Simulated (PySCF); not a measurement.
Species: C3H10N (charge +1).
SMILES with atom numbers: `[CH3:1][NH+:2]([CH3:3])[CH3:4]` (hydrogens: H5, H6, H7 on C1; H8 on N2; H9, H10, H11 on C3; H12, H13, H14 on C4)

The same species was optimised twice, with GFN2-xTB and with PBE0-D3(BJ)/def2-SVP (PySCF), and the same property calculations (PySCF, gas phase) were run on both structures.

```tsv
coordinate	GFN2-xTB	PBE0-D3(BJ)/def2-SVP	change
N2–C3 (Å)	1.474	1.489	+0.015
N2–C4 (Å)	1.474	1.489	+0.015
C1–N2 (Å)	1.474	1.488	+0.014
C3–H10 (Å)	1.089	1.098	+0.009
C4–H14 (Å)	1.089	1.097	+0.008
C1–H6 (Å)	1.089	1.097	+0.008
C4–H13 (Å)	1.088	1.097	+0.009
C3–H11 (Å)	1.088	1.097	+0.009
C1–H5 (Å)	1.088	1.097	+0.009
C1–H7 (Å)	1.088	1.097	+0.009
C3–H9 (Å)	1.088	1.097	+0.009
C4–H12 (Å)	1.088	1.097	+0.009
N2–H8 (Å)	1.027	1.027	0.000
H12–C4–H13 (°)	108.6	110.1	+1.5
H5–C1–H7 (°)	108.6	110.1	+1.5
H9–C3–H11 (°)	108.6	110.1	+1.5
N2–C4–H12 (°)	110.5	109.2	-1.3
N2–C3–H9 (°)	110.5	109.2	-1.3
N2–C1–H7 (°)	110.5	109.2	-1.3
N2–C3–H11 (°)	110.5	109.2	-1.3
N2–C1–H5 (°)	110.5	109.2	-1.3
```

Rotational constants: A = 8311, B = 8309, C = 4848 MHz (GFN2-xTB) against A = 8168, B = 8164, C = 4743 MHz (PBE0-D3(BJ)/def2-SVP). Point groups within 0.08 Å: C3v and C3v. Atoms that the bonding makes alike are paired by their places after alignment.

On the GFN2-xTB structure: lowest singlet, TDDFT (eV) 10.35 [PBE0/def2-SVPD]; isotropic polarisability (au) 41.4 [PBE0/def2-SVPD]; HOMO (eV) -16.21 [PBE0/def2-SVPD]; LUMO (eV) -4.43 [PBE0/def2-SVPD]; HOMO (eV) -16.26 [PBE0/pcSseg-1]; LUMO (eV) -4.29 [PBE0/pcSseg-1]; GIAO shielding of C1/C3/C4 (mean) (ppm) 139.7 [PBE0/pcSseg-1]; GIAO shielding of N2 (ppm) 206.6 [PBE0/pcSseg-1].

Q: What do these properties become on the PBE0-D3(BJ)/def2-SVP structure?

A: 
| property | level | on GFN2-xTB | on PBE0-D3(BJ)/def2-SVP | change |
| --- | --- | --- | --- | --- |
| lowest singlet, TDDFT (eV) | PBE0/def2-SVPD | 10.35 | 10.34 | -0.01 |
| isotropic polarisability (au) | PBE0/def2-SVPD | 41.4 | 42.1 | +0.7 |
| HOMO (eV) | PBE0/def2-SVPD | -16.21 | -16.24 | -0.03 |
| LUMO (eV) | PBE0/def2-SVPD | -4.43 | -4.47 | -0.04 |
| energy, GFN2-xTB geometry as zero (kcal/mol) | PBE0/def2-SVPD | 0.0 | -0.8 | -0.8 |
| HOMO (eV) | PBE0/pcSseg-1 | -16.26 | -16.29 | -0.03 |
| LUMO (eV) | PBE0/pcSseg-1 | -4.29 | -4.33 | -0.04 |
| energy, GFN2-xTB geometry as zero (kcal/mol) | PBE0/pcSseg-1 | 0.0 | -0.7 | -0.7 |
| GIAO shielding of C1/C3/C4 (mean) (ppm) | PBE0/pcSseg-1 | 139.7 | 136.7 | -3.0 |
| GIAO shielding of N2 (ppm) | PBE0/pcSseg-1 | 206.6 | 202.1 | -4.5 |

The heavy atoms differ by 0.019 Å rms after alignment (one structure mirrored). Among all bonds C1–N2, N2–C3 and N2–C4 change most and about equally (+0.014 to +0.015 Å). Changes are differences of the printed values. Neither structure is proved a minimum here. Geometry: PBE0-D3(BJ)/def2-SVP; no solvent, vibrations or thermal averaging.
